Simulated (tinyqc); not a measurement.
Pariser-Parr-Pople SCF with singles CI, for the molecule NC(=O)C=O (SMILES; centres numbered as the heavy atoms are written), step by step. One step of it, computed by the program tinyqc.

Task: Iteration 3: orbitals and new P. Diagonalise F (the basis is taken as orthonormal) and form P = 2 sum c c over the lowest orbitals; 0.5 of the old P is kept.

F (eV), lower triangle:
```
,1N,2C,3O,4C,5O
1N,-12.038741
2C,-3.706147,-6.589884
3O,0.712912,-4.717178,-10.019755
4C,-0.029440,-3.255106,-0.163501,-6.544003
5O,0.246827,-0.301325,0.526980,-5.085202,-10.597491
```

pi electrons, sum of z_r less the charge = 6

P after iteration 2, lower triangle:
```
,1N,2C,3O,4C,5O
1N,1.775272
2C,0.509857,0.756436
3O,-0.334572,0.745286,1.495385
4C,0.014357,0.310931,0.078477,0.632446
5O,-0.159687,0.144645,-0.271614,0.869729,1.340461
```

Give: orbital energies; P after iteration 3.

Result:

orbital energies (eV): -15.6737  -13.6994  -11.8533  -4.0772  -0.4863

P after iteration 3, lower triangle:
```
,1N,2C,3O,4C,5O
1N,1.7773
2C,0.5070,0.7573
3O,-0.3398,0.7574,1.4757
4C,0.0179,0.3036,0.0929,0.6507
5O,-0.1484,0.1152,-0.2673,0.8795,1.3390
```
